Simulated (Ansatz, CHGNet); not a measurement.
For rock-salt PbTe, the machine-learned potential CHGNet-r²SCAN (trained on r²SCAN data) gives:

equilibrium lattice constant a: 6.541 Å
formation enthalpy: -0.544 eV/atom

Q: What does r²SCAN+rVV10 (PAW; Ansatz, a first-principles code) give for the same quantities?

A: 
- lattice constant a: 6.491 Å (decreases by 0.8 %)
- formation enthalpy: -0.487 eV/atom (moves by +0.057 eV/atom)

For comparison: lattice constant a 6.438 Å (measured, 120 K, no zero-point or thermal correction; as tabulated in Noda, Masumoto, Ohba, Saito, Toriumi, Iwata, Shibuya, Acta Cryst. C 43, 1443 …); formation enthalpy -0.366 eV/atom (measured, 298 K, copied from a table, unchecked, no zero-point or thermal correction; as tabulated in the CRC Handbook).

Changes are worked out from the printed values.

Unless a cell is named, each level is at its own relaxed cell (CHGNet-r²SCAN 34.99, r²SCAN+rVV10 34.18 Å³/atom).

Levels without +SOC leave out spin–orbit coupling, which shifts energies and cells of such heavy elements.

Ansatz's density-functional and Hartree–Fock values are scalar-relativistic unless marked +SOC, with PAW data made under PBE.
